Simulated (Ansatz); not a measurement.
The input, for Ansatz 0.2.0:

```yaml
crystal:
  periodic: [false, false, false]
  atoms:
    - {symbol: S, position_ang: [0.000000, 0.000000, 0.000000]}
    - {symbol: Na, position_ang: [0.000000, 0.000000, 3.428000]}
basis:
  gaussian: {orbitals: STO-3G}
total_charge: 1
magnetization: {spin_polarized: false, initial_magnetization: 2}
correlation: {active_space: {ras: {orbitals: [6, 2, 4], electrons: 14, max_holes: 4, max_particles: 4}, fixed_orbitals: true}}
accuracy: high
scf: {lower_state_search: light}
output: {forces: true}
```

```sh
$ ansatz run in.yaml --threads 1 --pin off --events-out ev --progress --plain --max-ram 2393MiB
```

(1) Roughly how long does this take on 1 thread of Arm Neoverse V1, shared host, and how much host memory?

```
274 factors; integrals over basis functions are off by at most 5.9e-8 eV
mean field evaluation 1: about -15045.6722 eV, gradient 9.5e0 eV
mean field evaluation 2: about -15045.6742 eV, gradient 9.5e0 eV
mean field evaluation 4: about -15045.8589 eV, gradient 2.5e-1 eV
mean field evaluation 8: about -15045.8596 eV, gradient 8.2e-5 eV
mean field evaluation 16: about -15045.6060 eV, gradient 5.6e-7 eV
mean field evaluation 32: about -15045.8394 eV, gradient 1.8e-1 eV
mean field -15045.85955256 eV, -552.9251401066 hartree, gradient 7.5e-9 eV, S^2 2.000000; 7 other end points of the search recorded, 0 dependent functions left out
reference -15045.85955256 eV, -552.9251401066 hartree; 14, 12 occupied and 4, 6 virtual orbitals, 274 factors
state -15046.97207875 eV, -552.9660246900 hartree
the calculation of the forces begins
Total energy: -15046.97207875 eV, -552.9660246900 hartree
Atom 0 at     0.000000     0.000000     0.000000 Å, force    -0.000000     0.000000     0.590527 eV/Å
Atom 1 at     0.000000     0.000000     3.428000 Å, force    -0.000000    -0.000000    -0.590527 eV/Å
Dipole moment:    -0.000000     0.000000     1.979394 e Å
```

Forces (eV/Å):
```
S    0.000  0.000  0.591
Na   0.000  0.000 -0.591
```

Answers

(1) 1.8 s wall and 0.06 GiB.
